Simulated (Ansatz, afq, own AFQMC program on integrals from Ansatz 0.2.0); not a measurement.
# SiGeH₂, singlet → SiGeH2, triplet

```xyz
4

Si    0.0000    0.0746    1.5249
Ge    0.0000   -0.0064   -0.6402
H     0.0000   -0.3073    2.9682
H     0.0000   -1.3061    0.6773
```

Connectivity, by distances: SiH–Ge, 1 bridging H.

E(triplet, charge +0) − E(singlet, charge +0) at this geometry, on RHF and UHF determinants.

Basis cc-pVDZ. Only valence electrons are correlated. AFQMC by an in-house program on the Cholesky factors that Ansatz 0.2.0 writes for its CCSD(T) run. The CISD trial takes its coefficients from CCSD amplitudes. Released means that phaseless walkers are propagated on without the constraint, phases kept. Error bars are statistical, one sigma. No spin–orbit coupling. The errors of all members are added in quadrature.

No full CI on the walks' own integrals is used here; CCSDT(Q) serves as the reference and is uncertain by about the last step of the cluster series. Each member takes its own surest rung, up to full CI.

Errors are counted within cc-pVDZ, not against nature.

Cautions: inner d shell frozen; no relativity below Rb; no spin-orbit coupling; SiGeH₂ (singlet): restricted determinant unstable towards unrestricted (UHF 91 meV lower, ⟨S²⟩ 0.42), its ph-AFQMC/CISD value lies 20 ± 5 meV above CCSDTQ; SiGeH₂ (triplet): another spin lies lower, unrestricted determinant slightly spin contaminated (⟨S²⟩ 2.05 against 2.00), released walk and highest rung disagree (by 19 meV at 2.40 1/Eh), its ph-AFQMC/CISD value lies 31 ± 3 meV above CCSDT(Q); core correlation is missing, and it shifts such a gap most where an s electron is promoted.

```json
{"level": "HF", "vertical spin gap (kcal/mol)": "29.5"}
{"level": "MP2", "vertical spin gap (kcal/mol)": "53.1"}
```

Problem. From these cheaper values, estimate the vertical spin gap at the reference level in cc-pVDZ.

Solution. 51.4 kcal/mol (CCSDT(Q) in cc-pVDZ).

| level | vertical spin gap (kcal/mol) | error against CCSDT(Q) (kcal/mol) |
| --- | --- | --- |
| CCSD | 48.9 | -2.5 |
| CCSD(T) | 51.5 | 0.2 |
| CCSDT | 51.1 | -0.3 |
| ph-AFQMC/CISD | 51.6 ± 0.1 | 0.2 ± 0.1 |
| released AFQMC | 51.8 ± 0.1 | 0.4 ± 0.1 |

Correlation beyond CCSD(T) takes off 0.2 kcal/mol. The perturbative (T) step is worth +2.6 kcal/mol.

A walk keeps the symmetry of its determinant, which the program's search chose and which needn't be the lowest solution, so a lower state of the same spin and another symmetry isn't excluded. Released energies are given only where the last usable release times agree within the noise; a slower fall can still hide under it.
